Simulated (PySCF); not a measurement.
# Working out the ionisation energy of F

F [He] 2s2 2p5 (2P) → F⁺ [He] 2s2 2p4 (3P). Calculation: PySCF 2.14, in dyall-acv3z (15s9p4d2f, 76 functions); no relativity, point nucleus. Frozen: nothing; the 5 highest virtual orbitals dropped. Energies in hartree (1 hartree = 27.21139 eV):

```json
{"part": "UHF", "F (lower)": "-99.415956", "F⁺ (upper)": "-98.840765"}
{"part": "MP2 opposite-spin", "F (lower)": "-0.209360", "F⁺ (upper)": "-0.163048"}
{"part": "MP2 same-spin", "F (lower)": "-0.058077", "F⁺ (upper)": "-0.043259"}
```

Problem. What does Hartree-Fock give?

Solution. (-98.840765) − (-99.415956) = 0.575191 hartree = 15.652 eV.

Problem. What do MP2 and SCS-MP2 (6/5 opposite-spin, 1/3 same-spin) give?

Solution. The opposite-spin parts differ by 1.260 eV and the same-spin parts by 0.403 eV. MP2: 15.652 + (1.260) + (0.403) = 17.315 eV. SCS-MP2: 15.652 + 1.2 × (1.260) + (0.403)/3 = 17.298 eV.

Measured between the centres of the two terms (NIST): 17.427 eV, so MP2 (valence and next inner shell) is off by -0.112 eV.

What remains against the reference includes basis incompleteness and correlation beyond second order.
